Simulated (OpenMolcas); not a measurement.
# One shape, several levels: SiNH4F (SMILES N[SiH2]F)

Wanted: a comparison of 6 runs (B3LYP/6-31G*, BHLYP/aug-cc-pVDZ, BLYP/aug-cc-pVDZ, M06-L/aug-cc-pVDZ, PBE0/aug-cc-pVDZ, CCSD(T)/aug-cc-pVDZ) of SiNH4F. 

Program for the calculation: OpenMolcas 26.06.

## 1. The structure to begin with

SiNH4F: 7 atoms, total charge 0, spin state singlet. As SMILES, `N[SiH2]F`. The N1–H5 distance was set to 1.308 Å, away from the relaxed value.

Bond lengths: N1–Si2 1.696 Å, Si2–F3 1.605 Å, N1–H4 1.006 Å, Si2–H6 1.479 Å, Si2–H7 1.479 Å. Angles: N1–Si2–F3 114.6°, N1–Si2–H6 108.3°, N1–Si2–H7 108.3°, F3–Si2–H6 105.8°, F3–Si2–H7 105.8°, Si2–N1–H4 122.0°, H6–Si2–H7 114.0°. A long bond or contact: N1–H5 1.308 Å.

## 2. The energy at B3LYP/6-31G(d) (spherical functions) (run 1)

Input file job.inp:

```
&GATEWAY
 BASLIB=$CurrDir
 BASISSET
 N.6-31Gs....
 N1 -0.485305 0.286653 -0.735234 angstrom
 End of Basis
 BASISSET
 Si.6-31Gs....
 Si2 0.807295 -0.168047 0.263366 angstrom
 End of Basis
 BASISSET
 F.6-31Gs....
 F3 0.791295 -1.706247 0.719766 angstrom
 End of Basis
 BASISSET
 H.6-31Gs....
 H4 -0.510405 0.052753 -1.713634 angstrom
 H5 -1.682200 0.513500 -0.258400 angstrom
 H6 0.732095 0.623853 1.510666 angstrom
 H7 2.065595 0.015653 -0.492334 angstrom
 End of Basis

&SEWARD
 GRIDINPUT
 Grid=UltraFine
 End of Grid

&SCF
 KSDFT=B3LYP
 THRESHOLDS=1e-10 1e-07 1e-07 1e-05
 PRORBITALS=1 2
```

The basis set 6-31G* is read from a file made from the Basis Set Exchange's data (not shown).

The run is started by

```sh
$ export MOLCAS_MEM=1860
$ pymolcas job.inp > job.log
```

Standard output:

```text
--- Start Module: gateway ---
[...]
--- Stop Module: gateway /rc=_RC_ALL_IS_WELL_ ---
--- Start Module: seward ---
[...]
      Basis functions           54
--- Stop Module: seward /rc=_RC_ALL_IS_WELL_ ---
--- Start Module: scf ---
[...]
       Convergence after  13 Iterations
[...]
::    Total KS-DFT energy                            -446.5274374140
[...]
      Total spin, S                                     0.0000000000
[...]
      Total electronic charge=   34.000000
      Total            charge=   -0.000000
[...]
      Dipole Moment (debye):
      Origin of the operator (angstrom)=    0.4835   -0.4905    0.1505
                   X= -1.4083E+00               Y=  9.8884E-01               Z= -1.1480E+00           Total=  2.0686E+00
      Quadrupole Moment (debye*angstrom):
[...]
--- Stop Module: scf /rc=_RC_ALL_IS_WELL_ ---
[...]
```

Wall time 10 s (1 thread of Intel Xeon Platinum 8488C (Sapphire Rapids), shared host); peak memory 0.39 GiB.

## 3. The energy at BHLYP/aug-cc-pVDZ (run 2)

Input file calc.inp:

```
&GATEWAY
 BASLIB=$CurrDir
 BASISSET
 N.aug-cc-pVDZ....
 N1 -0.485305 0.286653 -0.735234 angstrom
 End of Basis
 BASISSET
 Si.aug-cc-pVDZ....
 Si2 0.807295 -0.168047 0.263366 angstrom
 End of Basis
 BASISSET
 F.aug-cc-pVDZ....
 F3 0.791295 -1.706247 0.719766 angstrom
 End of Basis
 BASISSET
 H.aug-cc-pVDZ....
 H4 -0.510405 0.052753 -1.713634 angstrom
 H5 -1.682200 0.513500 -0.258400 angstrom
 H6 0.732095 0.623853 1.510666 angstrom
 H7 2.065595 0.015653 -0.492334 angstrom
 End of Basis

&SEWARD
 GRIDINPUT
 Grid=UltraFine
 End of Grid

&SCF
 KSDFT=HYB_GGA_XC_BHANDHLYP
 THRESHOLDS=1e-10 1e-07 1e-07 1e-05
 PRORBITALS=1 2
```

The basis set aug-cc-pVDZ is read from a file made from the Basis Set Exchange's data (not shown).

The run is started by

```sh
$ export MOLCAS_MEM=1860
$ pymolcas calc.inp > calc.log
```

Standard output:

```text
--- Start Module: gateway ---
[...]
--- Stop Module: gateway /rc=_RC_ALL_IS_WELL_ ---
--- Start Module: seward ---
[...]
      Basis functions          109
--- Stop Module: seward /rc=_RC_ALL_IS_WELL_ ---
[...]
--- Start Module: scf ---
[...]
       Convergence after  13 Iterations
[...]
::    Total KS-DFT energy                            -446.4797138274
[...]
      Total spin, S                                     0.0000000000
[...]
      Total electronic charge=   34.000000
      Total            charge=   -0.000000
[...]
      Dipole Moment (debye):
      Origin of the operator (angstrom)=    0.4835   -0.4905    0.1505
                   X= -1.2408E+00               Y=  1.2418E+00               Z= -1.0169E+00           Total=  2.0287E+00
      Quadrupole Moment (debye*angstrom):
[...]
--- Stop Module: scf /rc=_RC_ALL_IS_WELL_ ---
[...]
```

Run time: 35 s. Hardware: 1 thread of Intel Xeon Platinum 8488C (Sapphire Rapids), shared host; peak memory 0.64 GiB.

Run 3 isn't shown in full; the table further down has it.

## 4. A single-point energy at M06-L/aug-cc-pVDZ (run 4)

Input file test.inp:

```
&GATEWAY
BasLib
$CurrDir
Coord
7
angstrom
N       -0.485305       0.286653      -0.735234
Si       0.807295      -0.168047       0.263366
F        0.791295      -1.706247       0.719766
H       -0.510405       0.052753      -1.713634
H       -1.682200       0.513500      -0.258400
H        0.732095       0.623853       1.510666
H        2.065595       0.015653      -0.492334
Basis
aug-cc-pVDZ
Group
NoSym
&SEWARD
GridInput
Grid=UltraFine
End of Grid
&SCF
KSDFT
M06L
Thresholds
1e-10 1e-07 1e-07 1e-05
PrOrbitals
1 2
```

The basis set aug-cc-pVDZ is read from a file made from the Basis Set Exchange's data (not shown).

The run is started by

```sh
$ export MOLCAS_MEM=1860
$ pymolcas test.inp > test.log
```

Standard output:

```text
--- Start Module: gateway ---
[...]
--- Stop Module: gateway /rc=_RC_ALL_IS_WELL_ ---
--- Start Module: seward ---
[...]
      Basis functions          109
--- Stop Module: seward /rc=_RC_ALL_IS_WELL_ ---
[...]
--- Start Module: scf ---
[...]
       Convergence after  13 Iterations
[...]
::    Total KS-DFT energy                            -446.5282880260
[...]
      Total spin, S                                     0.0000000000
[...]
      Total electronic charge=   34.000000
      Total            charge=   -0.000000
[...]
      Dipole Moment (debye):
      Origin of the operator (angstrom)=    0.4835   -0.4905    0.1505
                   X= -1.2252E+00               Y=  1.1705E+00               Z= -9.9813E-01           Total=  1.9666E+00
      Quadrupole Moment (debye*angstrom):
[...]
--- Stop Module: scf /rc=_RC_ALL_IS_WELL_ ---
[...]
```

Run time: 44 s. Hardware: 1 thread of Intel Xeon Platinum 8488C (Sapphire Rapids), shared host; peak memory 0.64 GiB.

Run 5 isn't shown in full; the table further down has it.

## 5. The energy at CCSD(T)/aug-cc-pVDZ (Cholesky decomposition) (run 6)

Input file mol.input:

```
* FH4NSi CCSD(T)

&GATEWAY
 BASLIB = $CurrDir
 BASISSET
 N.aug-cc-pVDZ....
 N1 -0.485305 0.286653 -0.735234 angstrom
 End of Basis
 BASISSET
 Si.aug-cc-pVDZ....
 Si2 0.807295 -0.168047 0.263366 angstrom
 End of Basis
 BASISSET
 F.aug-cc-pVDZ....
 F3 0.791295 -1.706247 0.719766 angstrom
 End of Basis
 BASISSET
 H.aug-cc-pVDZ....
 H4 -0.510405 0.052753 -1.713634 angstrom
 H5 -1.682200 0.513500 -0.258400 angstrom
 H6 0.732095 0.623853 1.510666 angstrom
 H7 2.065595 0.015653 -0.492334 angstrom
 End of Basis

&SEWARD
 HIGH

&SCF
 THRESHOLDS = 1e-10 1e-07 1e-07 1e-05
 PRORBITALS = 1 1

&CHCC
 FROZEN = 7
 THRESHOLD = 1e-08
 MAXITERATIONS = 80

&CHT3
 FROZEN = 7
```

The basis set aug-cc-pVDZ is read from a file made from the Basis Set Exchange's data (not shown).

The run is started by

```sh
$ export MOLCAS_MEM=1860
$ pymolcas mol.input > mol.log
```

Standard output:

```text
--- Start Module: gateway ---
[...]
--- Stop Module: gateway /rc=_RC_ALL_IS_WELL_ ---
[...]
      Basis functions          109
[...]
       Convergence after  13 Iterations
[...]
::    Total SCF energy                               -445.2078388180
[...]
      Total spin, S                                     0.0000000000
[...]
      Total electronic charge=   34.000000
      Total            charge=   -0.000000
[...]
      Dipole Moment (debye):
      Origin of the operator (angstrom)=    0.4835   -0.4905    0.1505
                   X= -1.2424E+00               Y=  1.2610E+00               Z= -1.0288E+00           Total=  2.0475E+00
      Quadrupole Moment (debye*angstrom):
[...]
--- Start Module: chcc ---
[...]
--- Stop Module: chcc /rc=_RC_ALL_IS_WELL_ ---
[...]
--- Start Module: cht3 ---
[...]
--- Stop Module: cht3 /rc=_RC_ALL_IS_WELL_ ---
[...]
```

Run time: 4.3 min. Hardware: 1 thread of Intel Xeon Platinum 8488C (Sapphire Rapids), shared host; peak memory 0.2 GiB.

## 6. All runs side by side

```tsv
run	level	integral approximation	integration grid	energy (Eh)	dipole moment (D) of the reference	HOMO energy (eV)	LUMO energy (eV)	wall time
1	B3LYP/6-31G* (spherical functions)	none	UltraFine	-446.527437	2.07	-7.39	-0.20	10 s
2	BHLYP/aug-cc-pVDZ	none	UltraFine	-446.479714	2.03	-9.41	-0.32	35 s
3	BLYP/aug-cc-pVDZ	none	UltraFine	-446.514992	1.93	-6.45	-1.73	34 s
4	M06-L/aug-cc-pVDZ	none	UltraFine	-446.528288	1.97	-6.69	-1.11	44 s
5	PBE0/aug-cc-pVDZ	none	UltraFine	-446.264949	2.02	-8.02	-0.90	30 s
6	CCSD(T)/aug-cc-pVDZ (Cholesky decomposition)	CD high	–	-445.753792	2.05	-11.67	0.84	4.3 min
```

## 7. What came out

```
                                          quantity          value
                               run 6: total energy  -445.75379 Eh
         run 6: dipole moment (mean-field density)         2.05 D
        run 6: HOMO energy (Hartree–Fock orbitals)      -11.67 eV
        run 6: LUMO energy (Hartree–Fock orbitals)        0.84 eV
      run 6: HOMO–LUMO gap (Hartree–Fock orbitals)       12.51 eV
run 6: correlation energy (7 core orbitals frozen)     -546.0 mEh
                             run 6: (T) correction     -14.49 mEh
```

**Reading.** Over runs 1, 2, 3, 4, 5 the dipole moment (its size) runs from 1.93 D (BLYP/aug-cc-pVDZ) to 2.07 D (B3LYP/6-31G*). The two ends differ in method and basis. Over runs 1, 2, 3, 4, 5 the HOMO–LUMO gap runs from 4.72 eV (BLYP/aug-cc-pVDZ) to 9.09 eV (BHLYP/aug-cc-pVDZ). Totals of different functionals can't be ranked against each other. All runs together took 6.9 min, the longest 4.3 min.
